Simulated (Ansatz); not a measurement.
**CH2+ (doublet): from Hartree-Fock to the top rungs at angle H2–C1–H3 = 123.1°, aug-cc-pVDZ**

How much of the correlation energy of CH2+ (doublet) does each wave-function method recover here?

Method: aug-cc-pVDZ, core rule «outside noble gas», up to 1 orbitals frozen; program: Ansatz 0.2.0, Gaussian basis.

Plan: UHF; CCSD(T) on ROHF; CCSD(T) on UHF; BCCD(T) on ROHF; CISD; CCSDT(Q) on ROHF; CCSDT(Q) on UHF; CASSCF and MRCISD+Q, 3 electrons in 3 orbitals; CASSCF and NEVPT2, 3 electrons in 3 orbitals; CASSCF and MRCISD+Q, 5 electrons in 6 orbitals; CASSCF and NEVPT2, 5 electrons in 6 orbitals; Full CI.

8 further runs of the same task are left out: 5 that didn't finish, 3 set aside as unsound or not needed.

## (1) The system

The geometry derives from a PBE0/def2-TZVP stationary point (not a proven minimum). One angle is set to the value named; bond lengths are kept.

3 atoms, charge 1, spin multiplicity 2.

Atoms are counted from 1 here; the program's logs count them from 0.

Bond lengths: C1–H2 1.094 Å, C1–H3 1.094 Å. Angles: H2–C1–H3 123.1°.

## (2) UHF

in.yaml

```yaml
crystal:
  periodic: [false, false, false]
  atoms:
    - {symbol: C, position_ang: [-0.074870, 0.000000, 0.000000]}
    - {symbol: H, position_ang: [0.446081, 0.000000, -0.961474]}
    - {symbol: H, position_ang: [0.446081, 0.000000, 0.961474]}
basis:
  gaussian: {orbitals: aug-cc-pVDZ}
total_charge: 1
magnetization: {spin_polarized: true, initial_magnetization: 1}
hamiltonian: {xc: hf}
output: {orbitals: {seedname: orbitals}}
```

Run with:

```bash
$ ansatz run in.yaml --threads 1 --pin off --events-out ev --progress --plain --max-ram 2393MiB
```

Further steps of the session: CCSD(T) on ROHF; CCSD(T) on UHF; BCCD(T) on ROHF; CISD; CCSDT(Q) on ROHF; CCSDT(Q) on UHF; CASSCF and MRCISD+Q, 3 electrons in 3 orbitals; CASSCF and NEVPT2, 3 electrons in 3 orbitals; CASSCF and MRCISD+Q, 5 electrons in 6 orbitals; CASSCF and NEVPT2, 5 electrons in 6 orbitals; Full CI.

**Question.** What will the summary of the whole plan be? Wanted: FCI below the RHF energy; RMP2 from FCI; UMP2 from FCI; RCCSD from FCI; RCCSD(T) from FCI; UCCSD(T) from FCI; RCCSDT(Q) from FCI; UCCSDT(Q) from FCI; NEVPT2 pair from FCI.

The runs gave:

| quantity | value |
| --- | --- |
| FCI below the RHF energy | -2.7719 eV |
| RMP2 from FCI | +627.6 meV |
| UMP2 from FCI | +623.0 meV |
| RCCSD from FCI | +51.3 meV |
| RCCSD(T) from FCI | +11.6 meV |
| UCCSD(T) from FCI | +11.3 meV |
| RCCSDT(Q) from FCI | +0.2 meV |
| UCCSDT(Q) from FCI | -0.3 meV |
| NEVPT2 pair from FCI | +612.3 meV |
| MRCISD+Q pair from FCI | -6.8 meV |
| NEVPT2 valence from FCI | +376.2 meV |
| levels within 1 kcal/mol (43 meV) | RCCSD(T), UCCSD(T), BCCD(T), RCCSDT, UCCSDT, RCCSDT(Q), UCCSDT(Q), MRCISD+Q pair, MRCISD valence, MRCISD+Q valence |
| T1 diagnostic | 0.014 |
| effectively unpaired electrons | 1.02 |

In words: RCCSD(T) lands +11.6 meV from the yardstick (0.4 % of the correlation energy). MRCISD+Q pair falls below full CI: the +Q correction isn't variational, and the cores differ from full CI's. One determinant dominates. Of the multireference levels listed MRCISD+Q valence comes nearest in total energy (+1.3 meV), which doesn't show that its space is the better one. These misses are within one basis, not against nature; the frozen cores of restricted and unrestricted runs differ, which can shift their rows.
